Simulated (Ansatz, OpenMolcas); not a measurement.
# BF (SMILES [B]F): methods side by side

BF: 2 atoms, total charge 0, spin state singlet. SMILES: `[B]F`. The shape is that of a PBE0-D4/def2-TZVP optimisation.

```xyz
2

B     0.0000    0.0000   -0.0094
F     0.0000    0.0000    1.2537
```

Quantity: the energy change with the B1–F2 bond stretched from 1.263 to 3.111 Å, in eV. The values are calculated.

```json
{"level": "HF/STO-3G (restricted)", "kind": "Hartree–Fock", "program": "Ansatz", "value (eV)": "12.46", "less FCI/STO-3G": "+5.29", "CPU time (all runs)": "0.11 s"}
{"level": "BLYP/STO-3G (restricted)", "kind": "GGA", "program": "Ansatz", "value (eV)": "9.13", "less FCI/STO-3G": "+1.96", "CPU time (all runs)": "1.7 s"}
{"level": "BHLYP/STO-3G (restricted)", "kind": "global hybrid", "program": "Ansatz", "value (eV)": "11.15", "less FCI/STO-3G": "+3.98", "CPU time (all runs)": "0.77 s"}
{"level": "M06-2X/STO-3G (restricted)", "kind": "hybrid meta-GGA", "program": "OpenMolcas", "value (eV)": "11.03", "less FCI/STO-3G": "+3.86", "CPU time (all runs)": "7.3 s"}
{"level": "r2SCAN0/STO-3G (restricted)", "kind": "hybrid meta-GGA", "program": "Ansatz", "value (eV)": "10.65", "less FCI/STO-3G": "+3.48", "CPU time (all runs)": "2.3 s"}
{"level": "RPA@PBE/STO-3G (restricted)", "kind": "RPA", "program": "Ansatz", "value (eV)": "6.93", "less FCI/STO-3G": "-0.24", "CPU time (all runs)": "2.3 s"}
{"level": "CCSD/STO-3G (restricted)", "kind": "coupled cluster or CI", "program": "Ansatz", "value (eV)": "6.98", "less FCI/STO-3G": "-0.19", "CPU time (all runs)": "0.25 s"}
{"level": "FCI/STO-3G", "kind": "exact in the basis", "program": "Ansatz", "value (eV)": "7.17", "less FCI/STO-3G": "0.00", "CPU time (all runs)": "0.33 s"}
```

FCI/STO-3G is exact within its basis and frozen core, so for wave-function methods in that basis the difference is their error; functionals converge differently with the basis, so for them it is only a difference. Spin-restricted single references rise too steeply as a bond breaks, Hartree–Fock most of all. Perturbation and coupled-cluster corrections on them can overshoot downwards. The first shape isn't each level's own minimum. The values span 6.93 to 12.46 eV. All rows use very small basis sets, so even the best lies far from the true value. CPU times are rough (shared hosts, several kinds of processor): they show what a rung costs within a factor of a few.
